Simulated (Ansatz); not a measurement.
# CH₂N (quartet): from Hartree-Fock to the top rungs, cc-pVDZ

One table from this session's results is given with a row withheld; the runs are named, their logs left out.

The runs use Ansatz 0.2.0, Gaussian basis; cc-pVDZ, core rule «outside noble gas», up to 2 orbitals frozen.

The runs, in order: UHF; CCSD(T) on ROHF; CCSD(T) on UHF; BCCD(T) on ROHF; CISD; CCSDT(Q) on ROHF; CCSDT(Q) on UHF; CASSCF and MRCISD+Q, 11 electrons in 10 orbitals; CASSCF and NEVPT2, 11 electrons in 10 orbitals.

16 further runs of the same task are left out: 3 that didn't finish, 13 set aside as unsound or not needed.

**The geometry**

The geometry is a PBE0/def2-TZVP stationary point (not a proven minimum) of the parent state, kept for this charge and spin.

4 atoms, charge 0, spin multiplicity 4.

Atoms are counted from 1 here; the program's logs count them from 0.

Bond lengths: N1–C2 1.286 Å, N1–H3 1.022 Å, N1–H4 1.022 Å. Angles: C2–N1–H3 123.0°, C2–N1–H4 123.0°, H3–N1–H4 114.0°.

Set-up of the first run:

Input file in.yaml:

```yaml
crystal:
  periodic: [false, false, false]
  atoms:
    - {symbol: N, position_ang: [0.000000, 0.000000, 0.510827]}
    - {symbol: C, position_ang: [0.000000, 0.000000, -0.774802]}
    - {symbol: H, position_ang: [0.000000, 0.856858, 1.066986]}
    - {symbol: H, position_ang: [0.000000, -0.856858, 1.066986]}
basis:
  gaussian: {orbitals: cc-pVDZ}
magnetization: {spin_polarized: true, initial_magnetization: 3}
hamiltonian: {xc: hf}
output: {orbitals: {seedname: orbitals}}
```

Command:

```bash
$ ansatz run in.yaml --threads 1 --pin off --events-out ev --progress --plain --max-ram 2393MiB
```

Among the steps run: UHF; CCSD(T) on ROHF; CCSD(T) on UHF; BCCD(T) on ROHF; CISD; CCSDT(Q) on ROHF; CCSDT(Q) on UHF; CASSCF and MRCISD+Q, 11 electrons in 10 orbitals; CASSCF and NEVPT2, 11 electrons in 10 orbitals.

One table of the session follows, with a row left open; its other results are not shown here.

| method | from UCCSDT(Q) (meV) |
| --- | --- |
| ROHF | +6987.1 |
| UHF | +6874.2 |
| RMP2 | +762.7 |
| UMP2 | +763.7 |
| CISD | ? |
| RCCSD | +177.5 |
| UCCSD | +174.9 |
| RCCSD(T) | +26.2 |
| UCCSD(T) | +25.4 |
| BCCD(T) | +26.6 |
| RCCSDT | +13.2 |
| UCCSDT | +12.2 |
| RCCSDT(Q) | +1.3 |
| UCCSDT(Q) | 0 |
| CASSCF valence | +4954.1 |
| NEVPT2 valence | +921.5 |
| MRCISD valence | +285.0 |
| MRCISD+Q valence | +26.8 |

**Question.** Estimate the row for CISD.

**Answer.** from UCCSDT(Q) (meV): +546.3. In the column «from UCCSDT(Q) (meV)» it lies between MRCISD valence (+285.0) and RMP2 (+762.7).

Limits of these values: Restricted and unrestricted rows rest on different reference determinants; where their highest levels disagree by more than a few hundredths of an eV, they describe different states and don't form one ladder.
